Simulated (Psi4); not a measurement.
This Psi4 input (MP2/jun-cc-pV(T+d)Z) gives -474.91703 Eh with 234 basis functions.

```
memory 8100 MB

molecule {
0 1
C     0.00319266    0.00643257    0.66040383
C    -0.00319266   -0.00643257   -0.66040383
F     0.02490825    1.11427502    1.37583632
F    -0.01150102   -1.08726216    1.39745609
F     0.01150102    1.08726216   -1.39745609
F    -0.02490825   -1.11427502   -1.37583632
}

set {
  basis jun-cc-pv(t+d)z
  scf_type df
  freeze_core true
}

energy('mp2')
print_variables()
```

Change:
```diff
- basis jun-cc-pv(t+d)z
+ basis cc-pvtz
```

### Question
What does the run give now?

### Answer
-474.89826 Eh (MP2/cc-pVTZ, 180 functions), a change of +18.77 mEh.
